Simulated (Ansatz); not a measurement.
Breaking a bond: BeH, doublet.

Calculation: unrestricted CAM-B3LYP/aug-cc-pVQZ in Ansatz (an electronic-structure program).

The batch members p0 to p11 hold the bond at 1.09, 1.15, 1.23, 1.28, 1.32, 1.36, 1.38, 1.41, 1.49, 1.57, 1.65, 1.85 Å.

Ansatz input:

Ansatz 0.2 input:
```yaml
# input.yaml
basis:
  gaussian: { orbitals: aug-cc-pvqz }
hamiltonian:
  xc: cam_b3lyp
batch:
  members: [p0.yaml, p1.yaml, p2.yaml, p3.yaml, p4.yaml, p5.yaml, p6.yaml, p7.yaml, p8.yaml, p9.yaml, p10.yaml, p11.yaml]

# p6.yaml, one of the 12 members of this batch
crystal:
  periodic: [false, false, false]
  atoms:
    - { symbol: Be, position_ang: [0.0, 0.0, 0.0] }
    - { symbol: H, position_ang: [0.0, 0.0, 1.38] }
total_charge: 0
magnetization:
  spin_polarized: true
  initial_magnetization: 1
```

Lines of the output on each member:

```
Member 2: Total energy: -414.63776323 eV, -15.2376567472 hartree
Member 1: Total energy: -414.39681366 eV, -15.2288020137 hartree
Member 0: Total energy: -414.08480613 eV, -15.2173359487 hartree
Member 3: Total energy: -414.71050558 eV, -15.2403299793 hartree
Member 4: Total energy: -414.73483535 eV, -15.2412240817 hartree
Member 5: Total energy: -414.73413805 eV, -15.2411984565 hartree
Member 6: Total energy: -414.72566745 eV, -15.2408871675 hartree
Member 7: Total energy: -414.70406315 eV, -15.2400932243 hartree
Member 8: Total energy: -414.60333784 eV, -15.2363916372 hartree
Member 9: Total energy: -414.45597540 eV, -15.2309761676 hartree
Member 10: Total energy: -414.27807006 eV, -15.2244382669 hartree
Member 11: Total energy: -413.77385089 eV, -15.2059085544 hartree
```
